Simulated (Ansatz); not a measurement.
MgSiP₂ (I-42d, No. 122, 8 atoms in the cell)

Level of theory: LDA (Ansatz, a program for electronic structure, plane waves, PAW).

Numerical settings: plane-wave cutoff 520 eV, 8×8×8 k mesh, scalar-relativistic PAW data made under PBE.

Cell (relaxed at this level):

```
CELL_PARAMETERS angstrom
     -2.83989     2.83989     5.02604
      2.83989    -2.83989     5.02604
      2.83989     2.83989    -5.02604
ATOMIC_POSITIONS crystal
  Mg 0.00000 0.00000 0.00000
  Mg 0.75000 0.25000 0.50000
  Si 0.50000 0.50000 0.00000
  Si 0.25000 0.75000 0.50000
  P  0.87500 0.83361 0.45861
  P  0.16639 0.62500 0.04139
  P  0.37500 0.41639 0.54139
  P  0.58361 0.12500 0.95861
```

```json
{
 "Voigt–Reuss–Hill bulk modulus": "78.8 GPa",
 "Voigt–Reuss–Hill shear modulus (Hill average)": "33.4 GPa",
 "young_modulus": "87.7 GPa",
 "poisson_ratio": "0.314"
}
```

Note: the relaxation could not lower the start's symmetry, so the cell can be a saddle point above a distorted one.

Elastic constants are with the ions relaxed.

Computed values are for the static lattice.
